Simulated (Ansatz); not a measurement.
**C₃H₆FN: a ladder of functionals and wavefunction methods**

How much do the methods differ for C₃H₆FN? The plan is to run it at one geometry with functionals of several rungs and with coupled cluster. The yardstick is the atomisation energy at the CCSD(T) limit.

The runs use Ansatz 0.2.0, Gaussian basis; functionals in def2-TZVPP, the program's frozen cores in correlated methods.

The runs, in order: PBE-D4, r2SCAN-D4, PBE0-D4, B3LYP-D4, ωB97X-V, ωB97M-V, B2PLYP; CCSD(T)/def2-TZVPP; MP2/def2-QZVPP; extrapolation to the limit.

## Step 1: The relaxed structure

An earlier PBE0-D4 in a triple-zeta def2 set relaxation fixed the geometry.

SMILES `C/C(F)=C/N`, 11 atoms, charge 0, spin multiplicity 1.

Atoms are counted from 1 here; the program's logs count them from 0.

Bond lengths: C1–C2 1.476 Å, C1–H6 1.090 Å, C1–H7 1.095 Å, C1–H8 1.095 Å, C2–F3 1.362 Å, C2–C4 1.328 Å, C4–N5 1.390 Å, C4–H9 1.083 Å, N5–H10 1.008 Å, N5–H11 1.009 Å. Angles: C2–C1–H6 110.1°, C2–C1–H7 111.1°, C2–C1–H8 111.3°, H6–C1–H7 108.5°, H6–C1–H8 108.3°, H7–C1–H8 107.5°, C1–C2–F3 113.4°, C1–C2–C4 128.8°, F3–C2–C4 117.8°, C2–C4–N5 125.2°, C2–C4–H9 118.3°, N5–C4–H9 116.3°, C4–N5–H10 114.1°, C4–N5–H11 113.4°, H10–N5–H11 111.3°.

## Step 2: PBE-D4 (GGA)

File in.yaml:

```yaml
crystal:
  periodic: [false, false, false]
  atoms:
    - {symbol: C, position_ang: [0.689904, 1.162660, 1.073301]}
    - {symbol: C, position_ang: [0.429044, 0.033330, 0.158693]}
    - {symbol: F, position_ang: [1.544077, -0.688284, -0.141694]}
    - {symbol: C, position_ang: [-0.724557, -0.359300, -0.370359]}
    - {symbol: N, position_ang: [-0.905141, -1.501513, -1.141003]}
    - {symbol: H, position_ang: [-0.233220, 1.710362, 1.265649]}
    - {symbol: H, position_ang: [1.421142, 1.855370, 0.645020]}
    - {symbol: H, position_ang: [1.089044, 0.813733, 2.031253]}
    - {symbol: H, position_ang: [-1.617093, 0.205476, -0.132336]}
    - {symbol: H, position_ang: [-1.585718, -1.398700, -1.877025]}
    - {symbol: H, position_ang: [-0.042084, -1.890036, -1.490899]}
basis:
  gaussian: {orbitals: def2-TZVPP}
hamiltonian: {xc: pbe, dispersion: d4}
output: {forces: true, orbitals: {seedname: orbitals}}
```

The run is started by

```
ansatz run in.yaml --threads 4 --pin off --events-out ev --progress --plain --max-ram 10444MiB
```

Further steps of the session: r2SCAN-D4 (meta-GGA); PBE0-D4 (hybrid); B3LYP-D4 (hybrid); ωB97X-V (range-separated); ωB97M-V (range-separated); B2PLYP (double hybrid); CCSD(T) in def2-TZVPP; MP2 in def2-QZVPP.

**Question.** What will the summary of the whole plan be? Wanted: atomisation energy, CCSD(T)/CBS; farthest; mean size of error, hybrid; mean size of error, range-separated; gap, smallest and largest; T1 diagnostic; triples share of the correlation energy.

The runs gave:

| quantity | value |
| --- | --- |
| atomisation energy, CCSD(T)/CBS | 4361.7 kJ/mol |
| functionals within 21.8 kJ/mol (0.5 %) | r2SCAN-D4, ωB97X-V |
| farthest | PBE-D4 (+153.4 kJ/mol) |
| mean size of error, hybrid | 34.7 kJ/mol |
| mean size of error, range-separated | 20.5 kJ/mol |
| gap, smallest and largest | 4.78 eV (PBE-D4), 11.08 eV (ωB97X-V) |
| T1 diagnostic | 0.0115 |
| triples share of the correlation energy | 3.8 % |

PBE-D4 misses by +153.4 kJ/mol. Double hybrids carry the basis error of their MP2 part in triple zeta, and no dispersion term here, so their miss is partly the set-up's. Misses under about 21.8 kJ/mol are within the doubt on the reference itself, which lacks core-valence correlation, relativity and higher excitations. Hartree-Fock recovers 71 % of the binding; the rest is correlation. The gap grows from 4.8 to 11.1 eV across the functionals, mostly with the share of exact exchange.
